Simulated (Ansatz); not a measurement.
# What a trial cell of Co3N2 relaxes into

Method: DFT PBE, scalar-relativistic, plane waves, PAW in Ansatz 0.2.0. Cutoff 420 eV, Γ-centred k mesh, Gaussian smearing, collinear spin, first started from parallel moments.

Co3N2 was placed on the anti-A-type sesquioxide structure type (P-3m1, No. 164), with N in place of La, Co in place of O, at a guessed volume.

```
Co N
1.0
     3.17716    0.00000    0.00000
    -1.58858    2.75150    0.00000
     0.00000    0.00000    4.94314
Co N
3 2
Direct
  0.00000 0.00000 0.00000
  0.33333 0.66667 0.64500
  0.66667 0.33333 0.35500
  0.33333 0.66667 0.24500
  0.66667 0.33333 0.75500
```

Cell and atoms relax at zero pressure; the relaxation can't lower the symmetry of the start. After a coarse first stage the cell is made exact in the group found at 0.06 Å.

Formation energies are uncorrected and refer to the elements' standard structures at the same level (N₂ as a molecule).

Task: What does it relax into?

Result: It keeps P-3m1 (No. 164). The result has the A-type sesquioxide structure. Conventional cell: a = 3.139 Å, c = 5.306 Å. Around Co on Wyckoff site a (1 atom of the primitive cell) lie 6 N at 2.24 Å and 6 Co at 2.57 Å; Co on Wyckoff site d (2 atoms of the primitive cell) has 3 N at 1.88 Å; N has 3 Co at 1.88 Å and 4 Co at 2.17–2.24 Å.

```
Co N
1.0
     3.13918    0.00000    0.00000
    -1.56959    2.71861    0.00000
     0.00000    0.00000    5.30646
Co N
3 2
Direct
  0.00000 0.00000 0.00000
  0.33333 0.66667 0.65775
  0.66667 0.33333 0.34225
  0.33333 0.66667 0.24906
  0.66667 0.33333 0.75094
```

Task: What are its volume, energy, gap and moment?

Result: The volume per atom is 9.06 Å³ and the density is 7.51 g/cm³. The energy over the elements is 0.44 eV/atom. The gap on the 12×12×8 mesh is 0 eV (a metal) and the net moment per atom is 0.45 μB. The largest site moment is 1.54 μB.

The final run used a 12×12×8 mesh on its 5-atom cell and 0.10 eV smearing. For metals, differences of a few meV/atom aren't resolved. Symmetry constrained the relaxation, so the result can be a saddle point.

Cost: 3 runs of about 2.9 core-minutes in all, on Intel Xeon Platinum 8488C (Sapphire Rapids) (shared hosts).